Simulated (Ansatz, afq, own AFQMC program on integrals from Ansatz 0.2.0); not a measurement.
**Where AFQMC and coupled cluster stand for NO, doublet**

```json
{"atom": "N", "x (Å)": "0.0000", "y (Å)": "0.0000", "z (Å)": "0.0000"}
{"atom": "O", "x (Å)": "0.0000", "y (Å)": "0.0000", "z (Å)": "1.1398"}
```

Basis cc-pVTZ. Only valence electrons are correlated. AFQMC by an in-house program on the Cholesky factors that Ansatz 0.2.0 writes for its CCSD(T) run. ph-AFQMC/CISD is guided by a CISD state made of CCSD amplitudes; releasing the constraint for a short imaginary time cuts its bias at the price of noise, slowly where states lie close. ± is one standard error of the sampling.

Determinant: UHF, the one that the program's search chose, which needn't be the lowest solution. The geometry is a PBE0/def2-TZVP stationary point of this or a neighbouring charge and spin state.

No full CI on the walks' own integrals is used here; CCSDT(Q) serves as the reference and is uncertain by about the last step of the cluster series.

- T1 diagnostic: 0.0237
- weight of the determinant in the CISD state: 0.887
- ⟨S²⟩ of the determinant: 0.778
- size of the correlated space: 11 electrons in 58 orbitals

| level | correlation energy (eV) |
| --- | --- |
| MP2 | -10.7623 |
| CCSD | -10.8917 |
| CCSD(T) | -11.3854 |

Problem. Estimate where AFQMC with the constraint released lies against CCSD(T) on the same integrals.

Solution. 1.36 ± 0.34 mEh below CCSD(T).

Reference: CCSDT(Q), correlation energy -11.431 eV. The released energy is read at 2.40 1/Eh (meV from the phaseless value at times in 1/Eh: -15 ± 4 at 0.24, -21 ± 5 at 0.51, -27 ± 5 at 0.99, -16 ± 6 at 1.62, -18 ± 9 at 2.40).

```
         level  E − E(reference) (mEh)  share of correlation (%)
       CCSD(T)                    1.67                     99.60
         CCSDT                    1.45                     99.65
   ph-AFQMC/HF             2.26 ± 0.98                     99.46
 ph-AFQMC/CISD             0.97 ± 0.19                     99.77
released AFQMC             0.31 ± 0.34                     99.93
```

A walk keeps the symmetry of its determinant, which the program's search chose and which needn't be the lowest solution, so a lower state of the same spin and another symmetry isn't excluded. Released energies are given only where the last usable release times agree within the noise; a slower fall can still hide under it.
